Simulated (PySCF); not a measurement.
## Bonding in `O=CC1=CC1`

Species: C₄H₄O.
Numbering: `[O:1]=[CH:2][C:3]1=[CH:4][CH2:5]1` (hydrogens: H6 on C2; H7 on C4; H8, H9 on C5)

Geometry (PBE0-D3(BJ)/def2-SVP, Å), atoms numbered from 1 in this order:
```xyz
9
C4H4O angstrom
O      2.3103    1.3987    0.3986
C      1.7789    0.4488   -0.1191
C      0.3653    0.1155    0.0635
C     -0.7907    0.4139    0.5870
C     -0.7591   -0.8300   -0.2484
H      2.3435   -0.2483   -0.7848
H     -1.4023    1.0776    1.1939
H     -0.8002   -1.8131    0.2455
H     -1.2245   -0.8225   -1.2461
```

Bond orders from the PBE0/pcSseg-1 density (PySCF). One conformer (not necessarily the lowest) at the PBE0-D3(BJ)/def2-SVP geometry, without solvent, vibrations or thermal averaging.

(1) Where do the orders between heavy atoms depart from those drawn in the SMILES?

(2) Give the Mayer order of every bond, beside its length.

## Answers

(1) The largest departure is 0.368, at C3–C4 (drawn double, 1.632). Drawn double or triple, more than 0.30 short of the drawn order: C3–C4 (1.632).

(2) 
```json
{"bond": "O1–C2", "drawn as": "double", "length (Å)": "1.205", "Mayer order": "1.990"}
{"bond": "C2–C3", "drawn as": "single", "length (Å)": "1.464", "Mayer order": "1.007"}
{"bond": "C3–C4", "drawn as": "double", "length (Å)": "1.304", "Mayer order": "1.632"}
{"bond": "C4–C5", "drawn as": "single", "length (Å)": "1.499", "Mayer order": "0.943"}
{"bond": "C5–C3", "drawn as": "single", "length (Å)": "1.502", "Mayer order": "0.895"}
{"bond": "C2–H6", "drawn as": "single", "length (Å)": "1.117", "Mayer order": "0.927"}
{"bond": "C4–H7", "drawn as": "single", "length (Å)": "1.088", "Mayer order": "1.023"}
{"bond": "C5–H8", "drawn as": "single", "length (Å)": "1.101", "Mayer order": "0.946"}
{"bond": "C5–H9", "drawn as": "single", "length (Å)": "1.101", "Mayer order": "0.946"}
```

Bonds between the same two heavy elements. C–C: lowest C5–C3 (0.895, 1.502 Å), highest C3–C4 (1.632, 1.304 Å).

Task: Sum the orders of all bonds at each heavy atom with more than one neighbour and set the sums beside the valence in the SMILES.

Result: C2 3.924 (drawn 4), C3 3.534 (drawn 4), C4 3.598 (drawn 4), C5 3.730 (drawn 4). Orders between atoms that aren't bonded are not in these sums.

For a closed shell the Mayer order of atoms A and B is Σ (PS)μν (PS)νμ over the basis functions μ on A and ν on B, with P the density and S the overlap matrix.
